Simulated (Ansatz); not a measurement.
**Si2NH7: ionisation energy by level of theory**

One table from this session's results is given with a row withheld; the runs are named, their logs left out.

Computed with Ansatz 0.2.0, Gaussian basis. Level: unrestricted cation, the program's frozen cores in correlated methods.

Levels to be run: UKS PBE-D4/def2-TZVPP; UKS r2SCAN-D4/def2-TZVPP; UKS PBE0-D4/def2-TZVPP; UKS B3LYP-D4/def2-TZVPP; UKS wB97X-V/def2-TZVPP; UKS wB97M-V/def2-TZVPP; UKS B2PLYP/def2-TZVPP; UHF-CCSD(T)/def2-TZVPP; UHF-CCSD(T)/def2-QZVPP; extrapolation to the limit; then −ε(HOMO) from the neutral's earlier runs with LDA (SPW92), PBE-D4, revPBE-D4, BLYP-D4, r2SCAN-D4, B97M-V, PBE0-D4, B3LYP-D4, r2SCANh-D4, r2SCAN0-D4, HSE06-D4, BHLYP-D4, CAM-B3LYP-D4, LC-ωPBE, ωB97X-V, ωB97M-V.

### The relaxed structure

The geometry comes from an earlier relaxation with PBE0-D4 in a triple-zeta def2 set; it is a stationary point, not always the lowest conformer.

SMILES `[SiH3]N[SiH3]`, 10 atoms, charge 0, spin multiplicity 1.

Atoms are counted from 1 here; the program's logs count them from 0.

Bond lengths: Si1–N2 1.726 Å, Si1–H4 1.484 Å, Si1–H5 1.490 Å, Si1–H6 1.488 Å, N2–Si3 1.726 Å, N2–H7 1.011 Å, Si3–H8 1.484 Å, Si3–H9 1.488 Å, Si3–H10 1.490 Å. Angles: N2–Si1–H4 107.4°, N2–Si1–H5 112.6°, N2–Si1–H6 110.9°, H4–Si1–H5 109.0°, H4–Si1–H6 109.9°, H5–Si1–H6 107.1°, Si1–N2–Si3 128.9°, Si1–N2–H7 115.5°, Si3–N2–H7 115.5°, N2–Si3–H8 107.4°, N2–Si3–H9 110.9°, N2–Si3–H10 112.6°, H8–Si3–H9 109.8°, H8–Si3–H10 109.0°, H9–Si3–H10 107.1°.

Set-up of the first run:

File in.yaml:

```yaml
crystal:
  periodic: [false, false, false]
  atoms:
    - {symbol: Si, position_ang: [-1.042933, 0.758335, -0.879905]}
    - {symbol: N, position_ang: [0.119926, 0.500358, 0.368697]}
    - {symbol: Si, position_ang: [0.995707, -0.935337, 0.755455]}
    - {symbol: H, position_ang: [-1.373472, -0.567233, -1.458491]}
    - {symbol: H, position_ang: [-0.532341, 1.645221, -1.962529]}
    - {symbol: H, position_ang: [-2.274268, 1.393860, -0.336423]}
    - {symbol: H, position_ang: [0.361940, 1.317233, 0.912960]}
    - {symbol: H, position_ang: [0.403262, -2.042342, -0.034927]}
    - {symbol: H, position_ang: [0.897482, -1.242858, 2.208464]}
    - {symbol: H, position_ang: [2.444697, -0.827237, 0.426709]}
basis:
  gaussian: {orbitals: def2-TZVPP}
total_charge: 1
magnetization: {spin_polarized: true, initial_magnetization: 1}
hamiltonian: {xc: pbe, dispersion: d4}
```

Launch:

```sh
$ ansatz run in.yaml --threads 2 --pin off --events-out ev --progress --plain --max-ram 32768MiB --backend cpu
```

Steps of the session up to this table: Cation, UKS PBE-D4/def2-TZVPP; Cation, UKS r2SCAN-D4/def2-TZVPP; Cation, UKS PBE0-D4/def2-TZVPP; Cation, UKS B3LYP-D4/def2-TZVPP; Cation, UKS wB97X-V/def2-TZVPP; Cation, UKS wB97M-V/def2-TZVPP; Cation, UKS B2PLYP (frozen core)/def2-TZVPP; Cation, UHF-CCSD(T)/def2-TZVPP; Cation, UHF-CCSD(T)/def2-QZVPP.

One table of the session follows, with a row left open; its other results are not shown here.

For comparison, −ε(HOMO) of the neutral from earlier runs:

```
  functional  −ε(HOMO) (eV)
 LDA (SPW92)           6.27
      PBE-D4           6.19
   revPBE-D4           6.16
     BLYP-D4           6.08
   r2SCAN-D4           6.49
      B97M-V           6.67
     PBE0-D4              ?
    B3LYP-D4           7.30
  r2SCANh-D4           6.98
  r2SCAN0-D4           7.73
    HSE06-D4           7.12
    BHLYP-D4           8.78
CAM-B3LYP-D4           8.89
     LC-ωPBE          10.26
     ωB97X-V           9.92
     ωB97M-V           9.81
```

Q: Estimate the row for PBE0-D4 from the others.

The run gave: −ε(HOMO) (eV): 7.52. In the column «−ε(HOMO) (eV)» it lies between B3LYP-D4 (7.30) and r2SCAN0-D4 (7.73).
